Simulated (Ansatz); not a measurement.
A run of Ansatz (development build ahead of 0.2.0) on singlet CH4O at this shape:

```
atom    x (Å)    y (Å)    z (Å)
   C  -0.0174   0.0168  -0.6425
   O  -0.0400  -0.0384   0.7607
   H  -0.0123  -1.0215  -1.0222
   H  -0.8763   0.4428  -1.0348
   H   0.9009   0.4674  -1.1247
   H  -0.0135   0.8745   1.1048
```

Its results:

```yaml
Converged: yes
Total_energy: -115.08360 hartree
Spin_squared_of_the_determinant: 0.000
```

Q: Which input gives this output? Name the method, the orbitals and the basis set, and write the input.

A: RHF in cc-pVTZ. An unrestricted run that stays on the closed shell gives the same numbers.

```yaml
crystal:
  periodic: [false, false, false]
  atoms:
    - { symbol: C, position_ang: [-0.01742, 0.01678, -0.64254] }
    - { symbol: O, position_ang: [-0.03997, -0.03844, 0.76071] }
    - { symbol: H, position_ang: [-0.01227, -1.0215, -1.02219] }
    - { symbol: H, position_ang: [-0.87633, 0.4428, -1.03479] }
    - { symbol: H, position_ang: [0.90094, 0.46738, -1.12474] }
    - { symbol: H, position_ang: [-0.01352, 0.87448, 1.10483] }
basis:
  gaussian: { orbitals: cc-pVTZ }
hamiltonian:
  xc: hf
```
